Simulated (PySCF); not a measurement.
Gas-phase reaction: H2 + O2 + 3 SiH2Cl = 2 H3SiOH + SiCl3

Energies from PySCF (xtb for GFN2), thermal terms from the rigid-rotor harmonic-oscillator model, ideal gas at 1 bar. † marks an energy on the PBE0/def2-TZVP geometry and frequencies; other levels use their own. MP2 and CCSD(T) freeze the core. 6-31G* has spherical d functions here. Open shells (unrestricted): O2 (multiplicity 3), SiH2Cl (multiplicity 2), SiCl3 (multiplicity 2); the rest are closed-shell singlets. GFN2 has no spin-polarisation term. B3LYP is the form with VWN-RPA correlation. SiH2Cl, H3SiOH: computed as isolated molecules; such fragments, hydroxides, amides, oligomers or adducts are transient or little studied in the gas. MP2 isn't extrapolated to the basis-set limit; its ΔH°(298 K) is -900.5 kJ in def2-SVP and -990.3 kJ in def2-TZVPP. CCSD(T) isn't extrapolated to the basis-set limit; its ΔH°(298 K) is -869.4 kJ in def2-SVP and -950.7 kJ in def2-TZVPP. The harmonic model lacks anharmonicity and excited electronic states, which grow with temperature; levels with a mode under 35 cm⁻¹ are left out. Internal rotation in H3SiOH is treated as a harmonic vibration of one conformer, which makes the entropy rough.

| level | ΔE electronic, kJ | ΔH°(298 K), kJ | ΔS°(298 K), J/K | ΔG°(1800 K), kJ |
|---|---|---|---|---|
| B3LYP/6-31G* | -862 | -824 | -289 | -308 |
| BLYP/def2-TZVP† | -894 | -855 | -286 | -344 |
| CCSD(T)/def2-SVP† | -908 | -869 | -286 | -359 |
| CCSD(T)/def2-TZVPP† | -989 | -951 | -286 | -440 |
| GFN2-xTB | -1259 | -1222 | -289 | -709 |
| HF/def2-TZVP† | -852 | -813 | -286 | -302 |
| MP2/def2-TZVPP† | -1029 | -990 | -286 | -480 |
| PBE0/def2-SVP† | -900 | -861 | -286 | -350 |
| PBE0/def2-TZVP | -936 | -897 | -286 | -387 |
| r2SCAN/def2-TZVP† | -930 | -891 | -286 | -380 |
| ωB97X-V/def2-TZVP† | -970 | -931 | -286 | -420 |
ΔH° is lowest at GFN2-xTB and highest at HF/def2-TZVP†. No reference value is set beside these.
